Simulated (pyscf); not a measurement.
Single points on ωB97X-D3(BJ)/def2-SVP structures (PySCF, gas phase).

Question: `[O]=[MoH]([Cl])([Cl])[Cl]` + `[NH3]` → `[NH2][Mo](=[O])([Cl])([Cl])[Cl]` + `[H][H]`
Surface: singlet. Broken: H–Mo, H–N. Formed: Mo–N, H–H. Give ΔE‡ and ΔE from ωB97M-D3(BJ)/def2-TZVP, relative to the separated reactants.

Answer: ΔE‡ = 134.9 kJ/mol, ΔE = +7.4 kJ/mol. Zero-point energy shifts the barrier by -5.5 kJ/mol. It is a four-centre exchange, with an imaginary mode of 1428i cm⁻¹. On the reactant side the descent ends in an adduct with a Mo–N contact, 21.8 kJ/mol under the separated species and 143.7 kJ/mol under the saddle at ωB97X-D3(BJ)/def2-TZVP. What is counted as formed (Mo–N) is already present as a longer contact in the reactant adduct; forming that adduct is a step of its own. At the saddle there is also a short H–Mo contact that neither side keeps. At ωB97X-D3(BJ)/def2-TZVP the barrier from the zero used here is 121.9 kJ/mol. O=MoH(Cl)(Cl)–Cl lies 77.0 kJ/mol over its isomer HO–Mo(Cl)(Cl)–Cl [triplet] (electronic energy, ωB97M-D3(BJ)/def2-TZVP). This is the saddle that the search found; another between the same sides may lie lower. Elements past Kr carry the def2 core potentials, without spin-orbit coupling.
